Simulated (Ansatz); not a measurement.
## [SiH3···H···SiH], doublet: transfer scan

Starting geometry:

```xyz
7

Si   -1.5665    0.0244    0.0000
H    -2.0613    1.4241    0.0000
H    -2.0613   -0.6755    1.2122
H    -2.0613   -0.6755   -1.2122
H    -0.0818    0.0244    0.0000
Si    1.7155    0.0244    0.0000
H     2.1120   -1.4552    0.0000
```

From there H5 is moved from one fragment to the other while all else, the fragments' distance too, stays fixed; atoms are numbered as listed. Energies are in kJ/mol, counted from the starting geometry at the same level. Kohn–Sham curves are unrestricted where that lies lower.

Basis cc-pVDZ; Ansatz 0.2.0. Only valence electrons are correlated (noble-gas cores frozen). R marks a restricted (for open shells ROHF) determinant, U an unrestricted one.

Unrestricted rows (U, and Kohn–Sham where it breaks symmetry) aren't spin-pure: their determinants' ⟨S²⟩ exceeds S(S+1) by up to 0.29, so they mix in states of higher spin.

In so small a basis the reference is far from its limit while semilocal and hybrid functionals are nearer theirs (RPA and double hybrids share much of the reference's basis error), so the functionals' errors here hold much of the reference's basis and frozen-core error, which can add to them or hide them.

Full CI isn't at hand for all of this; UCCSDT(Q) serves as the reference, and is uncertain by about the last step of the cluster series.

| distance Si1-H5 (Å) | UCCSDT(Q) | PBE | BLYP | r2SCAN | PBE0 | B3LYP | wB97M-V | B2PLYP | RPA-PBE |
| --- | --- | --- | --- | --- | --- | --- | --- | --- | --- |
| 1.485 | 0.0 | 0.0 | 0.0 | 0.0 | 0.0 | 0.0 | 0.0 | 0.0 | 0.0 |
| 1.536 | 1.8 | -1.8 | -0.7 | -1.2 | -0.2 | 0.5 | 2.0 | 1.3 | 1.8 |
| 1.638 | 17.3 | 6.6 | 9.3 | 8.4 | 11.6 | 13.2 | 18.3 | 15.8 | 16.9 |
| 1.740 | 46.0 | 29.0 | 32.6 | 31.9 | 37.7 | 39.5 | 48.7 | 44.0 | 44.9 |
| 1.842 | 88.1 | 66.2 | 69.8 | 70.1 | 78.8 | 79.9 | 93.7 | 86.3 | 85.9 |
